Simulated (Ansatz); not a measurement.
One change: `NC1(O)C=C1` becomes `NC1(F)C=C1`.

Ansatz, PBE0-D4/def2-TZVP geometries, multiplicity 1. Each molecule was computed in one conformer, which needn't be the lowest.

```csv
property,`NC1(O)C=C1`
HOMO energy (PBE/def2-TZVPP) / eV,-5.25
"ideal-gas entropy at 298 K and 1 bar (rigid rotor, harmonic PBE0-D4/def2-TZVP) / J/(mol·K)",297
LUMO energy (PBE/def2-TZVPP) / eV,-1.07
HOMO–LUMO gap (PBE/def2-TZVPP) / eV,4.18
LUMO energy (PBE0/def2-TZVPP) / eV,0.01
size of the dipole moment (B3LYP/def2-TZVPP) / D,1.75
```

Give the same properties after the change, and the shifts. (Best estimate.)

The calculation gave: 
| property | `NC1(F)C=C1` | shift |
| --- | --- | --- |
| HOMO energy (PBE/def2-TZVPP) / eV | -6.00 | -0.75 |
| ideal-gas entropy at 298 K and 1 bar (rigid rotor, harmonic PBE0-D4/def2-TZVP) / J/(mol·K) | 293 | -4 |
| LUMO energy (PBE/def2-TZVPP) / eV | -1.29 | -0.22 |
| HOMO–LUMO gap (PBE/def2-TZVPP) / eV | 4.71 | 0.53 |
| LUMO energy (PBE0/def2-TZVPP) / eV | -0.20 | -0.21 |
| size of the dipole moment (B3LYP/def2-TZVPP) / D | 1.06 | -0.69 |

With PBE0 the HOMO falls by 0.93 eV and the LUMO falls by 0.21 eV, so the gap widens by about 0.72 eV. PBE moves the HOMO by -0.75 eV and ωB97M-V by -1.03 eV. The zero-point energy changes by -32.3 kJ/mol with -3 modes. Dipoles are sizes alone; their direction can turn.

B3LYP here is the variant with VWN-RPA as its local correlation; programs differ in this.
